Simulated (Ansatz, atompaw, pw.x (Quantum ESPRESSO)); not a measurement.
**tin: does the PAW (atompaw) potential hold in the solid?**

```json
{
  "Element": "tin",
  "Generator": "atompaw 4.2.0.5",
  "Type": "PAW",
  "Functional": "PBEsol",
  "Relativity": "scalar-relativistic",
  "Frozen core": "[Kr]",
  "Valence charge": "14",
  "Reference configuration": "4d10 5s1 5p3",
  "Partial waves": "5s (bound): rc 2.60 bohr; 5s channel at -0.5 Ry: rc 2.60 bohr; 5p (bound): rc 2.60 bohr; 5p channel at 1.2 Ry: rc 2.60 bohr; 4d (bound): rc 2.60 bohr; 4d channel at 0.1 Ry: rc 1.05 bohr",
  "Local potential": "troulliermartins scheme with l = 3 at 0.5 Ry, radius 2.40 bohr",
  "Core correction": "smooth core density matched at 1.30 bohr",
  "Augmentation charge": "sinc compensation charge, radius 2.10 bohr; PAW radius 2.60 bohr; waves and projectors: custom polynom2 7 10 vanderbiltortho"
}
```

Atomic tests: cutoffs needed: 30 Ry and 70 Ry (the cutoffs (Ry, on a coarse ladder) from which the occupation-weighted sum of valence levels, in a spherical-Bessel basis at the reference potential, stays within 10 and 1 mRy of its value at 400 Ry); ghost test: ghost state, extra bound levels that the all-electron valence spectrum of the same l lacks: s at -15.4 eV; a true bound ghost makes a file unfit for plane-wave use (spherical-Bessel basis up to 400 Ry, 20 bohr box); lowest eigenvalue of the overlap operator: 0.89 (s channel).

Crystal test: bcc Sn in pw.x 7.5, no spin, 12³ k-points, Fermi–Dirac smearing 0.01 Ry, cutoffs 85/850 Ry. The reference is all-electron LAPW (Ansatz 0.2.0) with the same functional, mesh and smearing; V0 and B0 come from Birch–Murnaghan fits to the pressures at five volumes. Errors are pseudo minus all-electron; Δ is the rms difference of the E(V) curves that follow from these fits, minima aligned, over ±6 % about the mean V0. Mesh and smearing are coarse, so the numbers serve the comparison and aren't converged zero-temperature values; the lattice is a test structure that the element need not adopt.

All-electron: a0 = 3.738 Å (V0 = 26.10 Å³/atom), B0 = 55.2 GPa.

Task: How far does the potential miss the all-electron equation of state?

Result: mean pressure error (GPa): +4.25. The pressure does not cross zero within the volumes sampled, so no fit is given. This is a poor potential for the solid. Note: ghost state, extra bound levels that the all-electron valence spectrum of the same l lacks: s at -15.4 eV. A true bound ghost makes a file unfit for plane-wave use.

| V (Å³/atom) | P all-electron (GPa) | P pseudo (GPa) |
| --- | --- | --- |
| 24.912 | 2.89 | 7.78 |
| 25.567 | 1.21 | 5.73 |
| 26.223 | -0.25 | 3.97 |
| 26.879 | -1.50 | 2.42 |
| 27.534 | -2.59 | 1.08 |

Task: At the middle volume, how do free energy and pressure move when the wave cutoff is lowered (ecutrho held at 850 Ry)?

Result:

| cutoff (Ry) | shift of F (meV/atom) | shift of P (GPa) |
| --- | --- | --- |
| 38 | +119.1 | -0.42 |
| 51 | +79.3 | -0.03 |
| 68 | +7.3 | -0.18 |

The run at the middle volume (72 k-points, 23 iterations) took about 43 s on one core of a shared host (AMD EPYC 9R45 96-Core Processor, 96 threads, 376 GiB, load 45).
